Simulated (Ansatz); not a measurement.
**BNGe⁺, doublet: reading a ladder of total energies**

Geometry: that of the BNGe, singlet, kept fixed.

```xyz
3

B     0.0000   -0.1663    1.4325
N     0.0000    0.1939    0.1180
Ge    0.0000   -0.0276   -1.5506
```

Basis cc-pVDZ; Ansatz 0.2.0. Correlated methods freeze the noble-gas cores and the filled d shells of p-block atoms, which leaves 11 electrons in 39 orbitals. Prefix R: restricted or restricted open-shell reference; prefix U: unrestricted. No spin–orbit coupling is included, and no scalar relativity.

Full CI isn't at hand for all of this; UCCSDT(Q) serves as the reference, and is uncertain by about the last step of the cluster series.

Runs differ by some tens of microhartree through their thresholds and, for an open shell, their frozen cores, so steps under 0.03 kcal/mol mean nothing.

```json
{"level": "UHF", "total energy (hartree)": "-2154.171010"}
{"level": "UMP2", "total energy (hartree)": "-2154.430075"}
{"level": "UCCSD", "total energy (hartree)": "-2154.445297"}
{"level": "UCCSD(T)", "total energy (hartree)": "-2154.458818"}
{"level": "UCCSDT", "total energy (hartree)": "-2154.459767"}
{"level": "UCCSDT(Q)", "total energy (hartree)": "-2154.461221"}
```

Q: What is the correlation energy at UCCSDT(Q), and what share of it do UMP2 and UCCSD recover?

A: E(corr) = -2154.461221 − (-2154.171010) = -0.290211 hartree = -7.897 eV. UMP2: -0.259065 / -0.290211 = 89.27 %. UCCSD: -0.274287 / -0.290211 = 94.51 %.

Q: By how many kcal/mol does UCCSD(T) miss UCCSDT(Q) (1 hartree = 627.509 kcal/mol), and which steps make up the rest?

A: -2154.458818 − (-2154.461221) = 0.002403 hartree = 1.51 kcal/mol. Steps: UCCSDT − UCCSD(T) = -0.60, UCCSDT(Q) − UCCSDT = -0.91 kcal/mol. Differences between like states or geometries often cancel part of this.
